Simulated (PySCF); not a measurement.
Start geometry of glyoxal, `O=CC=O` from GFN2-xTB (Å):
```
atom  x, y, z in Å
O1     1.393   -0.316    0.975
C2     0.757   -0.057   -0.005
C3    -0.756    0.058   -0.003
O4    -1.394    0.319   -0.981
H5     1.215    0.122   -0.994
H6    -1.212   -0.123    0.986
```

Question: What comes out of this run: PySCF 2.14.0, PBE/def2-TZVP geometry optimisation, gas phase?

Answer: 
```
atom  x, y, z in Å
O1     1.4607   -0.2151    1.0308
C2     0.8079   -0.0129    0.0307
C3    -0.7204    0.0071    0.0614
O4    -1.3722    0.2095   -0.9393
H5     1.2551    0.1730   -0.9779
H6    -1.1683   -0.1788    1.0697
```

The energy falls by 3.2 kJ/mol over 8 energy and gradient evaluations, the largest force component goes from 0.0215 to 3.8e-04 Eh/bohr, and the atoms move by 0.018 Å rms after alignment. Among the bonds, O1=C2, C3=O4, C2–H5 and C3–H6 change most and about equally (+0.014 to +0.015 Å). Bonds longer at the end by more than 0.005 Å: 5 of 5; shorter: 0. Rotational constants go from 58324, 4763, 4403 to 55352, 4737, 4363 MHz. The orientation of the end geometry is arbitrary; only internal coordinates are fixed.

The run used 136 basis functions and 51 SCF cycles in all. The run took 38 s of wall time on an Intel Xeon Platinum 8259CL at 2.50 GHz with one thread, no GPU (shared host), and the process peaked at 0.46 GiB of memory.

Not checked by PBE/def2-TZVP frequencies. One conformer, not necessarily the lowest.
